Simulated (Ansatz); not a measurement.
`C=CC(=S)OC` + H₂O → `C=CC(O)=S` + CH₃OH at 700 K and 1 bar (formal hydrolysis of a C–O bond).

Calculated with Ansatz (gas phase, PBE0-D4/def2-TZVP geometries, no zero-point term in ΔE). CCSD(T)/CBS is the MP2 limit (def2-TZVPP, def2-QZVPP) plus CCSD(T) − MP2 in def2-TZVPP, frozen cores. This one scheme is used for every species. Each species was taken in one conformer, which may not be the lowest.

```json
{"species": "`C=CC(=S)OC`", "CCSD(T)/CBS energy (Eh)": "-628.72812", "H − E (kJ/mol)": "324.5", "S (J/(mol·K))": "463.0"}
{"species": "H₂O", "CCSD(T)/CBS energy (Eh)": "-76.37941", "H − E (kJ/mol)": "80.5", "S (J/(mol·K))": "218.4"}
{"species": "`C=CC(O)=S`", "CCSD(T)/CBS energy (Eh)": "-589.48279", "H − E (kJ/mol)": "234.1", "S (J/(mol·K))": "404.6"}
{"species": "CH₃OH", "CCSD(T)/CBS energy (Eh)": "-115.61712", "H − E (kJ/mol)": "170.8", "S (J/(mol·K))": "288.5"}
```

H − E and S are ideal-gas, rigid-rotor, harmonic terms from PBE0-D4/def2-TZVP, for one conformer and one mirror image of each species. 1 Eh = 2625.50 kJ/mol, R = 8.31446 J/(mol·K).

By hand: ΔE, ΔH, ΔS and ΔG.

ΔE = (-589.48279) + (-115.61712) − (-628.72812) − (-76.37941) = 0.00762 Eh = 20.0 kJ/mol. Δ(H − E) = 234.1 + 170.8 − 324.5 − 80.5 = -0.1, so ΔH = 19.9 kJ/mol. ΔS = 404.6 + 288.5 − 463.0 − 218.4 = 11.7 J/(mol·K). ΔG = 19.9 − 700 × (11.7)/1000 = 11.7 kJ/mol.

By hand: the equilibrium constant, and the temperature at which ΔG would vanish if ΔH and ΔS stayed fixed.

log₁₀ K = −ΔG/(RT ln 10) = -0.9. ΔG = 0 at ΔH/ΔS = 1701 K, though so small a ΔS makes that figure unsure.

TΔS isn't small against ΔH here. A doubt of 5 kJ/mol in ΔE shifts log₁₀ K by 0.4 here. Other conformers and mirror images would add mixing entropy, several J/(mol·K) or more a flexible species. These are equilibria of isolated gas molecules and say nothing of rates. Largest T1 diagnostic: 0.018 (customary marks: 0.02 for closed shells, 0.045 for open ones).
